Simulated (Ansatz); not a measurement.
Input file for `[F][AlH]` radical:

```yaml
crystal:
  periodic: [false, false, false]
  atoms:
    - {symbol: F, position_ang: [0.907071, 0.893230, 0.585636]}
    - {symbol: Al, position_ang: [-0.432539, 0.317983, -0.199538]}
    - {symbol: H, position_ang: [-0.485431, -1.276114, -0.399298]}
basis:
  gaussian: {orbitals: cc-pV(D+d)Z}
magnetization: {spin_polarized: true, initial_magnetization: 1}
correlation: {method: ccsd_t}
scf: {omitted_lower_state_checks: [cluster_reference]}
```

```sh
$ ansatz run in.yaml --threads 2 --pin off --events-out ev --progress --plain
```

The program prints (abridged):

```
Functional definition: HF
419 factors; integrals over basis functions are off by at most 9.3e-4 eV
mean field evaluation 1: about -9303.6069 eV, gradient 2.0e1 eV
mean field evaluation 2: about -9303.6265 eV, gradient 2.0e1 eV
mean field evaluation 4: about -9305.6057 eV, gradient 1.8e0 eV
mean field evaluation 8: about -9305.6941 eV, gradient 3.0e-1 eV
mean field evaluation 16: about -9305.6971 eV, gradient 2.0e-6 eV
mean field -9305.69711056 eV, -341.9780611849 hartree, gradient 2.0e-6 eV, S^2 0.757333; 0 other end points of the search recorded, 0 dependent functions left out
6 core orbitals not correlated: weight in the atoms' cores, before any rotation towards them, 1.000 or more for the frozen orbitals, at most 0.000 for the correlated occupied ones
reference -9305.69711056 eV, -341.9780611849 hartree; 6, 5 occupied and 30, 31 virtual orbitals, 419 factors
second order -6.44902671 eV of doubles, -0.00000000 eV of singles
cycle   1  -6.52560839 eV  change   -7.7e-2 eV  update   7.3e-2
cycle   2  -6.70552894 eV  change   -1.8e-1 eV  update   2.5e-2
cycle   3  -6.77441231 eV  change   -6.9e-2 eV  update   1.6e-2
cycle   4  -6.77272241 eV  change    1.7e-3 eV  update   5.2e-3
cycle   5  -6.77132103 eV  change    1.4e-3 eV  update   2.5e-3
cycle   6  -6.77258153 eV  change   -1.3e-3 eV  update   1.0e-3
cycle   7  -6.77264412 eV  change   -6.3e-5 eV  update   4.1e-4
cycle   8  -6.77262999 eV  change    1.4e-5 eV  update   1.5e-4
cycle   9  -6.77267763 eV  change   -4.8e-5 eV  update   5.3e-5
cycle  10  -6.77267434 eV  change    3.3e-6 eV  update   1.5e-5
cycle  11  -6.77267627 eV  change   -1.9e-6 eV  update   6.0e-6
perturbative correction -0.10619592 eV, -0.0039026280 hartree
Total energy: -9312.57598275 eV, -342.2308550752 hartree
Checks for a lower state left out: cluster_reference
```

Run time 0.4 s (2 threads of a server CPU on a shared host); peak host memory 0.12 GiB.

MP2 recovers 93.8 % of the CCSD(T) correlation energy and the triples give 1.5 %; T1 = 0.0177.
